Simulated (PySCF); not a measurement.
C: ionisation energy

C [He] 2s2 2p2 (3P) → C⁺ [He] 2s2 2p1 (2P), as a difference of total energies. Calculation: PySCF 2.14, in aug-cc-pwCVQZ (9s8p6d4f2g, 109 functions); no relativity, point nucleus. Correlated levels: valence: 1s2 frozen; valence and next inner shell: nothing frozen. The calculations carry no spin-orbit coupling.

**Question.** Order these methods by the ionisation energy they give, lowest first.
A. r2SCAN
B. MP2 (valence)
C. LDA
D. PBE

**Answer.** B (11.286 eV), D (11.541 eV), A (11.668 eV), C (11.692 eV).

Errors of the correlated levels include the incompleteness of this basis and the frozen core.

For comparison: 11.262 eV (measured; NIST levels, between the centres of gravity of the two terms).
